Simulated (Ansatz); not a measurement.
**Worked example: the barrier**

An elementary step of CH$_{6}$AlCl, singlet (AlH₂Cl ([AlH2][Cl]) + CH₄ → CH₅Al ([CH3][AlH2]) + HCl (still joined by a long Al–Cl bond); bonds formed: Al1–C6, Cl2–H5; bonds broken: H5–C6; bonds weakened to dative contacts: Al1–Cl2). “Start” is the structure reached by relaxing down from the saddle towards the reactants; PBE0-D4/def2-TZVP structures. The saddle:

Al1  (-0.445, -0.669, -0.750)
Cl2  (1.184, 0.923, -1.757)
H3  (0.222, -2.091, -0.938)
H4  (-1.841, -0.245, -1.359)
H5  (0.812, 0.814, -0.412)
C6  (0.023, 0.254, 0.998)
H7  (-0.312, 1.279, 1.177)
H8  (1.011, 0.113, 1.443)
H9  (-0.652, -0.378, 1.598)
(Å)

Computed with Ansatz 0.2.0 (basis: def2-TZVPP and def2-QZVPP); correlated methods freeze the cores.

Energies in eV:

| quantity | saddle | start |
| --- | --- | --- |
| Hartree–Fock, triple zeta (X = 3) | -20212.10971 | -20214.62892 |
| Hartree–Fock, quadruple zeta (X = 4) | -20212.71613 | -20215.23984 |
| MP2 correlation, X = 3 | -13.50392 | -12.93865 |
| MP2 correlation, X = 4 | -14.54794 | -13.99014 |
| CCSD(T) correlation, X = 3 | -15.35063 | -14.81105 |

**Question.** Work out the barrier at the basis limit: extrapolate Hartree–Fock as E(X) = E∞ + A exp(−7.88 √X) and the MP2 correlation as E(X) = E∞ + B X^−2.97 (the exponents that Neese and Valeev fitted for def2-TZVPP and QZVPP), then add CCSD(T) − MP2 in triple zeta.

**Answer.** Each step is linear, so take the differences first (saddle − start): Hartree–Fock 2.51921 (X = 3) and 2.52371 (X = 4); MP2 correlation -0.56527 and -0.55780; CCSD(T) correlation -0.53958.
Two points give E∞ = E(4) + w [E(4) − E(3)], with w = 1/(exp(7.88 (2 − √3)) − 1) = 0.1377 for Hartree–Fock and w = 1/((4/3)^2.97 − 1) = 0.7407 for the correlation.
Hartree–Fock: 2.52371 + 0.1377 × 0.00450 = 2.5243 eV.
MP2 correlation: -0.55780 + 0.7407 × 0.00747 = -0.5523 eV.
CCSD(T) − MP2: -0.53958 − (-0.56527) = 0.0257 eV.
Sum: 2.5243 + (-0.5523) + 0.0257 = 1.9977 eV, or 46.07 kcal/mol. Plain CCSD(T) in triple zeta gives 1.9796 eV, so the larger basis shifts the result by 0.0181 eV.

No T1 diagnostic of these runs exceeds 0.010.

Labels in which every atom is bracketed show which atoms are joined, not bond orders.

For scale, one of the runs: CCSD(T)/def2-TZVPP, 199 basis functions, launched by `ansatz run in.yaml --threads 2 --pin off --events-out ev --progress --plain --max-ram 4352MiB`. The run took 44 s on 2 CPU threads of an Intel Xeon Platinum 8259CL (shared host), with 2.2 GiB of host memory at its peak.
